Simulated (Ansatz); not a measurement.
# CH5B2− (SMILES BB[CH2-]): one structure at several levels

An exercise on one series of results from a longer session: the logs are not shown, and one member is left open.

Method: single points in def2-TZVPPD; program: Ansatz 0.2.0, Gaussian basis.

Correlated methods freeze the cores.

### Where the work starts

SMILES `BB[CH2-]`, 8 atoms, charge -1, spin multiplicity 1.

Atoms are counted from 1 here; the program's logs count them from 0.

Bond lengths: B1–B2 1.661 Å, B1–H4 1.199 Å, B1–H5 1.351 Å, B2–C3 1.469 Å, B2–H6 1.285 Å, C3–H7 1.084 Å, C3–H8 1.087 Å. Angles: B2–B1–H4 125.2°, B2–B1–H5 125.5°, H4–B1–H5 108.0°, B1–B2–C3 117.7°, B1–B2–H6 125.5°, C3–B2–H6 114.0°, B2–C3–H7 120.4°, B2–C3–H8 124.9°, H7–C3–H8 112.8°.

Geometry (Å):

```xyz
8
charge -1, multiplicity 1
B    -0.74200    0.85790   -0.82840
B    -0.08980    0.24710    0.57170
C     0.74870   -0.95430    0.46610
H    -0.83130    0.26460   -1.86600
H    -1.48910    1.97930   -0.92250
H     0.06700    0.89890    1.66850
H     1.24140   -1.35830    1.34310
H     0.73470   -1.65140   -0.36720
```

Set-up of the first run:

Contents of run/in.yaml:

```yaml
crystal:
  periodic: [false, false, false]
  atoms:
    - {symbol: B, position_ang: [-0.742000, 0.857900, -0.828400]}
    - {symbol: B, position_ang: [-0.089800, 0.247100, 0.571700]}
    - {symbol: C, position_ang: [0.748700, -0.954300, 0.466100]}
    - {symbol: H, position_ang: [-0.831300, 0.264600, -1.866000]}
    - {symbol: H, position_ang: [-1.489100, 1.979300, -0.922500]}
    - {symbol: H, position_ang: [0.067000, 0.898900, 1.668500]}
    - {symbol: H, position_ang: [1.241400, -1.358300, 1.343100]}
    - {symbol: H, position_ang: [0.734700, -1.651400, -0.367200]}
basis:
  gaussian: {orbitals: "def2-TZVPPD.json"}
total_charge: -1
correlation: {method: ccsd_t}
output: {forces: true}
```

The basis file named in the input lies beside it (Basis Set Exchange, JSON).

No record of the launch command was kept for these runs.

Among the steps run: CCSD(T)/def2-TZVPPD; PBE0-D4/def2-TZVPPD; wB97M-V/def2-TZVPPD; r2SCAN-D4/def2-TZVPPD; PBE-D4/def2-TZVPPD; B97M-V/def2-TZVPPD; r2SCANh-D4/def2-TZVPPD.

One of the session's tables, all rows but one given; the rest of the session is left out.

| method | RMS force component (eV/Å) | angle to CCSD(T) forces (°) |
| --- | --- | --- |
| CCSD(T) | 0.772 | reference |
| PBE0-D4 | 0.755 | 11.5 |
| wB97M-V | 0.775 | 15.2 |
| r2SCAN-D4 | 0.744 | 9.6 |
| PBE-D4 | 0.718 | 11.2 |
| B97M-V | ? | ? |
| r2SCANh-D4 | 0.757 | 10.8 |

**Question.** Estimate the row for B97M-V.

**Answer.** RMS force component (eV/Å): 0.705; angle to CCSD(T) forces (°): 14.5. In the column «RMS force component (eV/Å)» it is the lowest.
